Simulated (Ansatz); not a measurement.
`BBO` → `[BH2]`• + `[BH]O`• at 500 K and 1 bar (homolysis of the B–B bond).

Gas-phase electronic energies from Ansatz, PBE0-D4/def2-TZVP geometries. CCSD(T)/CBS adds triple-zeta CCSD(T) − MP2 to the extrapolated MP2 energy (def2 sets, frozen cores). This one scheme is used for every species. No spin–orbit coupling; open shells (•) take unrestricted orbitals. Each species was taken in one conformer, which may not be the lowest.

```json
{"species": "`BBO`", "CCSD(T)/CBS energy (Eh)": "-127.16606", "H − E (kJ/mol)": "153.7", "S (J/(mol·K))": "310.2"}
{"species": "`[BH2]`•", "CCSD(T)/CBS energy (Eh)": "-25.87431", "H − E (kJ/mol)": "55.2", "S (J/(mol·K))": "212.8"}
{"species": "`[BH]O`•", "CCSD(T)/CBS energy (Eh)": "-101.12826", "H − E (kJ/mol)": "82.6", "S (J/(mol·K))": "254.8"}
```

H − E and S are ideal-gas, rigid-rotor, harmonic terms from PBE0-D4/def2-TZVP, for one conformer and one mirror image of each species, with the whole ground term of open shells counted as degenerate. 1 Eh = 2625.50 kJ/mol, R = 8.31446 J/(mol·K).

Q: By hand: ΔE, ΔH, ΔS and ΔG.

A: ΔE = (-25.87431) + (-101.12826) − (-127.16606) = 0.16349 Eh = 429.2 kJ/mol. Δ(H − E) = 55.2 + 82.6 − 153.7 = -15.9, so ΔH = 413.3 kJ/mol. ΔS = 212.8 + 254.8 − 310.2 = 157.4 J/(mol·K). ΔG = 413.3 − 500 × (157.4)/1000 = 334.6 kJ/mol.

Q: By hand: the equilibrium constant, and the temperature at which ΔG would vanish if ΔH and ΔS stayed fixed.

A: log₁₀ K = −ΔG/(RT ln 10) = -35.0. ΔG = 0 at ΔH/ΔS = 2626 K, far beyond where these terms or the molecules hold.

The number of gas molecules changes by +1, which sets the sign of ΔS. A doubt of 5 kJ/mol in ΔE shifts log₁₀ K by 0.5 here. Other conformers and mirror images would add mixing entropy, several J/(mol·K) or more a flexible species. These are equilibria of isolated gas molecules and say nothing of rates. Largest T1 diagnostic: 0.016 (customary marks: 0.02 for closed shells, 0.045 for open ones).
